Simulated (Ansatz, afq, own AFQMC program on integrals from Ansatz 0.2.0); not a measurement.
# Br, doublet in cc-pVTZ, levels against CCSDTQ

A free Br atom.

Basis cc-pVTZ. Only valence electrons are correlated. Ansatz 0.2.0 and our own AFQMC program on the same integrals; the CISD trial comes from CCSD amplitudes, and released means the phaseless constraint is let go. Free AFQMC starts from the CCSD state and is never constrained. Its projection time is finite, and what remains of the start isn't in its error. ± is one standard error of the sampling. No spin–orbit coupling.

Determinant: UHF, the one that the program's search chose, which needn't be the lowest solution.

No full CI on the walks' own integrals is used here; CCSDTQ serves as the reference and is uncertain by about the last step of the cluster series.

Cautions: no relativity below Rb; no spin-orbit coupling; inner d shell frozen; the released energies have errors that jump between times, so the bars are unsure, so no released level is given (meV from the phaseless value at times in 1/Eh: -2.9 ± 1.5 at 0.24, -132 ± 128 at 0.50, -5.9 ± 1.7 at 1.00, -6.9 ± 1.3 at 1.50), though the last usable value meets CCSDTQ within the noise.

The T1 diagnostic is 0.0064 and the weight of the determinant in the CISD state is 0.935. The ⟨S²⟩ of the determinant is 0.759. The size of the correlated space is 7 electrons in 29 orbitals.

Reference: CCSDTQ, correlation energy -4.305 eV.

```json
{"level": "HF", "E − E(reference) (kJ/mol)": "415.4", "share of correlation (%)": "0.00"}
{"level": "MP2", "E − E(reference) (kJ/mol)": "65.3", "share of correlation (%)": "84.28"}
{"level": "CCSD", "E − E(reference) (kJ/mol)": "13.5", "share of correlation (%)": "96.76"}
{"level": "CCSD(T)", "E − E(reference) (kJ/mol)": "1.7", "share of correlation (%)": "99.58"}
{"level": "CCSDT", "E − E(reference) (kJ/mol)": "0.3", "share of correlation (%)": "99.93"}
{"level": "CCSDT(Q)", "E − E(reference) (kJ/mol)": "0.0", "share of correlation (%)": "100.00"}
{"level": "ph-AFQMC/HF", "E − E(reference) (kJ/mol)": "8.6 ± 1.2", "share of correlation (%)": "97.94"}
{"level": "ph-AFQMC/CISD", "E − E(reference) (kJ/mol)": "0.7 ± 0.2", "share of correlation (%)": "99.84"}
{"level": "free AFQMC", "E − E(reference) (kJ/mol)": "0.0 ± 0.2", "share of correlation (%)": "100.01"}
```

CCSDT and higher add their correlation energy to the determinant of the CCSD(T) run, since their own runs factorise the integrals more tightly (a shift of under 2 meV). Free projections are given only where their last times agree within the noise and don't stop above the reference; a slow remainder of the start can still hide under it. A walk keeps the symmetry of its determinant, which the program's search chose and which needn't be the lowest solution, so a lower state of the same spin and another symmetry isn't excluded.
